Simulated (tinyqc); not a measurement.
CCSD on RHF in the sto-6g basis, for BH3, spin multiplicity 1, step by step (part 3 of 3). Computed by tinyqc, a small Python program that keeps every step (integrals from PySCF). Command: `OMP_NUM_THREADS=1 python tinyqc.py 21672 21673 out.jsonl` (the two numbers bound the seeds that draw the settings). One thread of a shared host (Intel(R) Xeon(R) Processor @ 2.60GHz), about 0.4 s of CPU time with the checks.

Geometry (angstrom):
```
atom          x          y         z
B      0.000000   0.000000  0.025000
H      1.322000   0.000000  0.000000
H     -0.661000   1.145000  0.000000
H     -0.661000  -1.145000  0.000000
```

## CCSD: convergence

E_corr = 1/4 sum <ij||ab> t_ij^ab + 1/2 sum <ij||ab> t_i^a t_j^b; stop when the norm of the change is below 1e-8.

Course of the amplitude iterations:
```
update  correlation energy (hartree)  norm of the change
0                        -0.04517423                   -
1                        -0.05933459            9.74e-02
2                        -0.06425888            3.71e-02
3                        -0.06607005            1.49e-02
4                        -0.06676328            6.22e-03
5                        -0.06703595            2.67e-03
6                        -0.06714551            1.18e-03
7                        -0.06719037            5.37e-04
8                        -0.06720905            2.49e-04
9                        -0.06721696            1.17e-04
10                       -0.06722037            5.61e-05
11                       -0.06722187            2.71e-05
12                       -0.06722253            1.33e-05
13                       -0.06722283            6.57e-06
14                       -0.06722296            3.28e-06
15                       -0.06722303            1.66e-06
16                       -0.06722306            8.43e-07
17                       -0.06722307            4.33e-07
18                       -0.06722308            2.24e-07
19                       -0.06722308            1.17e-07
20                       -0.06722308            6.14e-08
21                       -0.06722308            3.24e-08
22                       -0.06722308            1.72e-08
23                       -0.06722308            9.16e-09
```

Converged amplitudes (spin orbitals 1a, 1b, ...; amplitudes related by a flip of all spins are not repeated; the 24 largest):
```
from      to          t
3a 3b  8a 8b  -0.075531
4a 4b  7a 7b  -0.075507
2a 2b  5a 5b  -0.057610
4a 4b  6a 6b  -0.051085
3a 3b  6a 6b  -0.051021
2a 4b  6a 7b  -0.046905
2a 3b  6a 8b  -0.046895
2a 2b  6a 6b  -0.043334
2a 4b  6b 7a   0.037707
2a 3b  6b 8a   0.037699
3a 4b  7b 8a   0.028773
3a 4b  7a 8b  -0.028660
2a 2b  8a 8b  -0.026844
2a 2b  7a 7b  -0.026842
3a 4b  6a 7b   0.025011
3a 4b  6b 7a  -0.025011
4a 4b  6a 8b   0.024972
3a 3b  6a 8b  -0.024960
3a 3b  7a 7b  -0.018051
4a 4b  8a 8b  -0.018022
2a 3b  8a 8b  -0.009610
2a 3b  7a 7b   0.009563
2a 4b  7a 8b   0.009539
2a 4b  7b 8a  -0.009534
```

CCSD total energy = -26.35348086 hartree

T1 diagnostic, norm of the one-spin t1 over sqrt(correlated electrons) = 0.002630

Converged in 23 updates.
